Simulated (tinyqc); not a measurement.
Inside a calculation. Method: Hueckel theory of the pi electrons, for the molecule c1cc[nH]c1 (SMILES; centres numbered as the heavy atoms are written). Computed by tinyqc, a small Python program that keeps every step. Settings: charge = 0. Command: `OMP_NUM_THREADS=1 python tinyqc.py 28962 28963 out.jsonl` (the two numbers bound the seeds that draw the settings). One thread of a shared host (Intel(R) Xeon(R) Processor @ 2.60GHz), about 0.01 s of CPU time with the checks.

## The Hueckel matrix

Centres:

| centre | z_r, pi electrons of the neutral centre | h |
|---|---|---|
| 1C | 1 | 0.000000 |
| 2C | 1 | 0.000000 |
| 3C | 1 | 0.000000 |
| 4N | 2 | 1.280000 |
| 5C | 1 | 0.000000 |

Bonds:

| i | j | k |
|---|---|---|
| 1 | 2 | 1 |
| 2 | 3 | 1 |
| 3 | 4 | 0.910000 |
| 4 | 5 | 0.910000 |
| 5 | 1 | 1 |

H_rr = alpha + h_r beta, H_rs = k_rs beta for bonded centres.

Hueckel matrix in units of beta (H = alpha + beta A):
```
          1C        2C        3C        4N        5C
1C  0.000000  1.000000  0.000000  0.000000  1.000000
2C  1.000000  0.000000  1.000000  0.000000  0.000000
3C  0.000000  1.000000  0.000000  0.910000  0.000000
4N  0.000000  0.000000  0.910000  1.280000  0.910000
5C  1.000000  0.000000  0.000000  0.910000  0.000000
```

## Orbitals

pi electrons, sum of z_r less the charge = 6

Diagonalise; E = alpha + x beta with beta < 0, so the largest x are filled first; degenerate levels share their electrons. P = sum n_i c_ri c_si; each orbital has its largest coefficient positive (the first on a tie).

x values: 2.329743  1.098039  0.618034  -1.147783  -1.618034

occupations: 2.000000  2.000000  2.000000  0.000000  0.000000

coefficients:
```
         MO1        MO2        MO3        MO4        MO5
1C  0.303567   0.579206  -0.371748  -0.269012   0.601501
2C  0.303567   0.579206   0.371748  -0.269012  -0.601501
3C  0.403666   0.056785   0.601501   0.577780   0.371748
4N  0.699859  -0.567971   0.000000  -0.433136   0.000000
5C  0.403666   0.056785  -0.601501   0.577780  -0.371748
```

charge and bond-order matrix P:
```
           1C         2C         3C         4N         5C
1C   1.131658   0.578872  -0.136354  -0.233037   0.758073
2C   0.578872   1.131658   0.758073  -0.233037  -0.136354
3C  -0.136354   0.758073   1.055948   0.500514  -0.391265
4N  -0.233037  -0.233037   0.500514   1.624787   0.500514
5C   0.758073  -0.136354  -0.391265   0.500514   1.055948
```

## Energy, charges, bond orders

E = sum n x; q_r = z_r - P_rr; bond order p = P_rs; free valence = sqrt(3) - sum of p over the bonds of the atom.

pi energy = 6 alpha + this times beta = 8.091633

pi charges: 1C -0.131658, 2C -0.131658, 3C -0.055948, 4N 0.375213, 5C -0.055948

Bond orders and lengths from R = 1.517 - 0.180 p (angstrom, C-C alone):

| bond | p | R |
|---|---|---|
| 1-2 | 0.578872 | 1.412803 |
| 2-3 | 0.758073 | 1.380547 |
| 3-4 | 0.500514 | - |
| 4-5 | 0.500514 | - |
| 5-1 | 0.758073 | 1.380547 |

free valence of the carbons: 1C 0.395106, 2C 0.395106, 3C 0.473464, 5C 0.473464

gap between the highest filled and the next level = 1.765817 |beta|
